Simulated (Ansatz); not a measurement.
## Scan of [H···H···F], doublet

Starting geometry:

```yaml
atoms:
  - { symbol: H, position_ang: [0.0000, 0.0000, -0.8820] }
  - { symbol: H, position_ang: [0.0000, 0.0000, -0.1370] }
  - { symbol: F, position_ang: [0.0000, 0.0000, 1.0190] }
```

From there atom H2 is moved from one fragment to the other while all else, the fragments' distance too, stays fixed; atoms are numbered as listed. Energies are in kcal/mol, counted from the starting geometry at the same level.

Basis cc-pVTZ; Ansatz 0.2.0. Correlated methods freeze the noble-gas cores. Prefix R: restricted or restricted open-shell reference; prefix U: unrestricted.

Full CI isn't at hand for all of this; UCCSDT(Q) serves as the reference, and is uncertain by the last step of the cluster series or more.

```csv
distance H1-H2 (Å),UMP2
0.693,6.5
0.745,0.0
0.782,-5.0
0.818,-9.9
0.855,-14.5
0.891,-18.3
0.928,-21.2
0.964,-22.9
1.001,-23.1
```

Question: Estimate the UCCSDT(Q) curve in cc-pVTZ from this one, knowing how UMP2 errs.

Answer: The computed UCCSDT(Q) values, in kcal/mol from the starting point, and the error of UMP2 against them:
```
distance H1-H2 (Å)  UCCSDT(Q)  UMP2 less UCCSDT(Q)
             0.693        5.2                  1.3
             0.745        0.0                  0.0
             0.782       -3.3                 -1.7
             0.818       -6.4                 -3.5
             0.855       -9.3                 -5.2
             0.891      -11.9                 -6.4
             0.928      -14.0                 -7.2
             0.964      -15.2                 -7.7
             1.001      -15.1                 -8.0
```

The error spans 9.3 kcal/mol and is largest, -8.0 kcal/mol, at 1.001 Å.

These errors take the starting point as zero, where UMP2 itself lies 14.7 kcal/mol above UCCSDT(Q) in total energy. In total energy its miss is smallest, 6.7 kcal/mol, at 1.001 and largest, 16.0 kcal/mol, at 0.693 Å. So where the relative error is largest, the method lies nearer the reference than at the start.
